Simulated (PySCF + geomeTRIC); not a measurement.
Species: C3H9N, SMILES `CN(C)C` (charge 0, multiplicity 1).

### Question
Give a relaxed geometry from BP86-D3(BJ)/def2-SVP (PySCF + geomeTRIC).

### Answer
the end point of this relaxation (outside a Z-matrix the atoms follow the SMILES, hydrogens last).
Bonds (Å): C1–N2 1.452, C1–H5 1.110, C1–H6 1.110, C1–H7 1.127, N2–C3 1.452, N2–C4 1.452, C3–H8 1.110, C3–H9 1.110, C3–H10 1.127, C4–H11 1.110, C4–H12 1.127, C4–H13 1.110. Angles (°): N2–C1–H5 110.2, N2–C1–H6 110.2, N2–C1–H7 113.5, H5–C1–H6 107.8, H5–C1–H7 107.5, H6–C1–H7 107.5, C1–N2–C3 112.2, C1–N2–C4 112.2, C3–N2–C4 112.2, N2–C3–H8 110.2, N2–C3–H9 110.2, N2–C3–H10 113.5, H8–C3–H9 107.8, H8–C3–H10 107.5, H9–C3–H10 107.5, N2–C4–H11 110.2, N2–C4–H12 113.5, N2–C4–H13 110.2, H11–C4–H12 107.5, H11–C4–H13 107.8, H12–C4–H13 107.5.
